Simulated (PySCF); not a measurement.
**NH₃: umbrella curve**

Method: r2SCAN in PySCF with N def2-TZVP, H def2-TZVP; no relativity; density-fitted integrals.

Rigid scan from the singlet minimum (N–H 1.014 Å (×3); H–N–H 106.6° (×3)). Coordinate: angle between each bond and the threefold axis, bonds fixed. Energies in kJ/mol from the minimum.

Predict the curve at 55, 60, 65, 70, 75, 80, 85, 90.


| angle of the bonds to the threefold axis (°) | E (kJ/mol) | dipole size (D) |
| --- | --- | --- |
| 55 | 39.4 | 2.28 |
| 60 | 12.8 | 2.10 |
| 65 | 1.4 | 1.86 |
| 70 | 0.8 | 1.58 |
| 75 | 6.4 | 1.25 |
| 80 | 14.1 | 0.87 |
| 85 | 20.2 | 0.45 |
| 90 | 22.6 | 0.00 |

With the bonds held, the planar shape lies 22.6 kJ/mol from the minimum.

Other isomers or separated fragments may lie lower.
